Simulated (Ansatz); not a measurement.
```yaml
crystal:
  periodic: [false, false, false]
  atoms:
    - {symbol: Pt, position_ang: [0.000000, 0.000000, 0.000000]}
    - {symbol: N, position_ang: [0.000000, 0.000000, 2.070000]}
basis:
  gaussian: {orbitals: def2-TZVP}
magnetization: {spin_polarized: true, initial_magnetization: 3}
hamiltonian: {xc: pbe0}
relax: {f_tol: 0.004, max_steps: 80}
```

```sh
$ ansatz run in.yaml --threads 1 --pin off --events-out ev --progress --plain --max-ram 2176MiB
```

Steps of the relaxation (energy above the last step; positions in Å, forces in eV/Å):

```
2
step 1, 814.9 meV
Pt    0.000    0.000    0.000    0.000    0.000    3.754
N     0.000    0.000    2.070    0.000    0.000   -3.754
```

```
2
step 2, 64.5 meV
Pt    0.000    0.000    0.122    0.000    0.000    1.704
N     0.000    0.000    1.948    0.000    0.000   -1.704
```

```
2
step 3, 70.4 meV
Pt    0.000    0.000    0.189    0.000    0.000   -2.348
N     0.000    0.000    1.881    0.000    0.000    2.348
```

```
2
step 6, 0.0 meV
Pt    0.000    0.000    0.157    0.000    0.000   -0.001
N     0.000    0.000    1.913    0.000    0.000    0.001
```

Close pairs at the end: Pt1–N2 1.755 Å.

A stationary point of unrestricted PBE0 after 6 steps, with ⟨S²⟩ = 3.768 against 3.75 for a pure state. 18 s on 1 thread of Intel Xeon Platinum 8259CL, shared host.
